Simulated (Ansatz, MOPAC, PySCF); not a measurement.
Bond stretch in CH, doublet.

Computed with: UHF/STO-3G = PySCF with unrestricted Hartree-Fock/STO-3G; AM1, unrestricted, heats of formation (MOPAC); UKS-BP86/6-31G* = unrestricted BP86/6-31G*, spherical d (PySCF); FCI = Ansatz (a program for electronic structure) with full CI/def2-SVP, frozen core.

Energies relative to the lowest point of each curve near equilibrium, in mEh; the last columns give the difference from FCI:

```tsv
R / Å	UHF/STO-3G	AM1	UKS-BP86/6-31G*	FCI	UHF/STO-3G − FCI	AM1 − FCI	UKS-BP86/6-31G* − FCI
0.89	61.6	37.1	51.9	51.6	10.0	-14.4	0.3
0.96	27.2	14.9	23.3	22.2	5.0	-7.3	1.1
1.01	12.5	5.7	11.2	10.0	2.5	-4.3	1.2
1.05	5.3	1.6	5.1	4.2	1.1	-2.6	1.0
1.08	2.0	0.0	2.3	1.6	0.4	-1.5	0.7
1.13	0.0	0.0	0.1	0.0	0.0	0.0	0.1
1.15	0.2	0.7	0.0	0.2	0.1	0.6	-0.2
1.22	4.8	6.0	2.1	3.4	1.3	2.6	-1.3
1.25	8.2	9.3	3.9	5.8	2.4	3.5	-1.9
1.31	17.0	17.4	8.8	11.8	5.2	5.6	-3.0
1.39	32.0	30.4	17.1	21.4	10.5	8.9	-4.3
1.54	62.6	57.8	35.4	41.5	21.1	16.3	-6.1
1.68	82.0	81.0	53.2	59.8	22.2	21.2	-6.6
1.88	96.1	101.9	77.5	82.0	14.1	19.8	-4.5
2.00	100.5	109.0	90.7	92.6	7.9	16.5	-1.9
2.24	105.1	116.9	111.1	107.5	-2.5	9.4	3.6
2.48	107.0	120.8	123.0	116.0	-9.0	4.8	7.0
2.77	108.0	123.1	130.4	120.9	-12.8	2.2	9.5
3.09	108.5	124.1	134.2	123.0	-14.5	1.0	11.2
3.42	108.7	124.3	136.0	123.9	-15.2	0.5	12.2
3.91	108.7	124.4	137.0	124.3	-15.6	0.1	12.7
4.58	108.8	124.4	137.3	124.4	-15.7	-0.1	12.8
```

UHF/STO-3G is furthest from FCI at 1.68 (22.2 mEh, above); its mean absolute difference over the points is 8.6 mEh.

AM1 is furthest from FCI at 1.68 (21.2 mEh, above); its mean absolute difference over the points is 6.5 mEh.

UKS-BP86/6-31G* is furthest from FCI at 4.58 (12.8 mEh, above); its mean absolute difference over the points is 4.7 mEh.

The unrestricted determinant behind UHF/STO-3G is spin-contaminated at 0.89 to 4.58 Å (<S²> up to 1.7, against 0.75 for a pure doublet). The unrestricted determinant behind UKS-BP86/6-31G* is spin-contaminated at 0.89 to 1.05, 2.24 to 4.58 Å (<S²> up to 1.8, against 0.75 for a pure doublet).
